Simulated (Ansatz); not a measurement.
**How far each method lies from UCCSDT(Q) for [GeH3···H···CH2], triplet**

Geometry: a point of a hydrogen-transfer path between rigid fragments, not a stationary point.

```xyz
8

Ge   -0.5316    0.0000    0.0000
H    -1.0430    1.4466    0.0000
H    -1.0430   -0.7233    1.2528
H    -1.0430   -0.7233   -1.2528
H     1.5144    0.0000    0.0000
C     2.8094    0.0000    0.0000
H     3.2239    0.0000    0.9962
H     3.2239    0.0000   -0.9962
```

Basis cc-pVDZ; Ansatz 0.2.0. Correlated methods freeze the noble-gas cores and the filled d shells of p-block atoms, which leaves 14 electrons in 56 orbitals. R marks a restricted (for open shells ROHF) determinant, U an unrestricted one. Active spaces: pair = (4e, 4o) about the gap; frontier = (10e, 10o) about the gap. No spin–orbit coupling is included, and no scalar relativity.

Full CI isn't at hand for all of this; UCCSDT(Q) serves as the reference, and is uncertain by about the last step of the cluster series. The frozen core follows each run's orbitals, which can shift R against U totals by a few meV for light atoms and by up to 0.1 eV past Ca.

The UHF ⟨S²⟩ is 2.043. The T1 diagnostic (RCCSD) is 0.0194, the largest doubles amplitude (RCCSD) is 0.035 and the T1 diagnostic (UCCSD) is 0.0133.

| level | E − E(RHF) (eV) |
| --- | --- |
| UHF | -0.2909 |
| UMP2 | -6.3947 |
| UCCSD | -7.7449 |
| UCCSD(T) | -7.9013 |

Question: Estimate how far UCCSDT(Q) in cc-pVDZ lies from UCCSD(T). The table doesn't fix it; the size of (T) and the diagnostics are the guide.

Answer: UCCSDT(Q) in cc-pVDZ lies 0.87 kcal/mol below UCCSD(T), which is 24 % of the (T) step (-3.61 kcal/mol). The diagnostics are small and one determinant leads, so the series closes fast and only a small part of (T) is left.

The other levels:

```csv
level,E − E(UCCSDT(Q)) (kcal/mol),share of correlation (%),wall time
UCCSDT,0.15,99.92,–
```

The correlation energy at UCCSDT(Q), counted from RHF, is -7.939 eV. That run took 4.6 s on 2 threads of AMD EPYC 7R13 with a shared H100 80 GB, shared host.

Run but not shown, since their state or frozen core can't be matched to the reference's or they repeat it: RHF, RMP2, CISD, RCCSD, RCCSD(T), BCCD(T), RCCSDT, RCCSDT(Q), CASSCF (pair space), NEVPT2 (pair space), MRCISD (pair space), MRCISD+Q (pair space), CASSCF (frontier space), MRCISD (frontier space), MRCISD+Q (frontier space).

Times hold each run's SCF and search for its determinant on a shared host, so for small cases they say little of a method's own cost; they ran on 1 thread of AMD EPYC 7R13.
